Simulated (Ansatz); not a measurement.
# One reagent, a row of partners

Four-centre ligand exchange: AlH₃ meets different reagents, and the same bond of it breaks. Each row is one chosen step, not always the lowest open to these reactants.

Gas-phase electronic energies, without zero-point energy, by CCSD(T) at an estimated basis limit (MP2 extrapolated from triple and quadruple zeta, plus CCSD(T) − MP2 in triple zeta); Ansatz 0.2.0, def2-TZVPP and QZVPP, frozen cores, on PBE0-D4/def2-TZVP structures. Extrapolation: Hartree–Fock as exp(−7.88 √X), correlation as X^−2.97. All energies, in kcal/mol, count from the separated reactants, without counterpoise correction; the start and end structures are the complexes reached by relaxing down from the saddle, and deeper ones may exist. Brackets give SMILES, or, where every atom is bracketed, only which atoms are joined. Steps whose reference was doubtful or whose search ended elsewhere are left out.

| reactants | products | broken | formed | start structure | saddle | end structure |
| --- | --- | --- | --- | --- | --- | --- |
| AlH₃ + HF | AlH₂F ([F][AlH2]) + H₂ | Al–H, F–H | Al–F, H–H | -9.69 | ? | -43.58 |
| AlH₃ + H₂O | AlH₃O ([OH][AlH2]) + H₂ | Al–H, H–O | Al–O, H–H | -20.50 | -4.23 | -30.94 |
| CH₄O ([CH3][OH]) + AlH₃ | CH₅AlO ([CH3][O][AlH2]) + H₂ | Al–H, H–O | Al–O, H–H | -24.38 | -6.31 | -30.66 |
| AlH₃ + NH₃ | AlNH₄ ([NH2][AlH2]) + H₂ | Al–H, H–N | Al–N, H–H | -29.79 | 2.17 | -20.72 |
| CH₅N ([CH3][NH2]) + AlH₃ | CH₆AlN ([CH3][NH][AlH2]) + H₂ | Al–H, H–N | Al–N, H–H | -33.36 | 0.80 | -20.70 |

Question: What is the height of the saddle for AlH₃ + HF? (An estimate is asked for; the value comes from the calculation.)

Answer: Computed: -7.41 kcal/mol relative to the separated reactants, the lowest of the series; above its start structure the barrier is -7.41 − (-9.69) ≈ 2.28 kcal/mol.

So low a barrier for a moving hydrogen may vanish once zero-point energy is counted.

T1 diagnostic: at most 0.012.

For scale, one of the runs: CCSD(T)/def2-TZVPP, 216 basis functions, launched by `ansatz run in.yaml --threads 2 --pin off --events-out ev --progress --plain --max-ram 4352MiB`. Time: 26 s of wall clock on 2 CPU threads of an Intel Xeon 6975P-C; the host was shared. Peak host memory: 3.3 GiB.
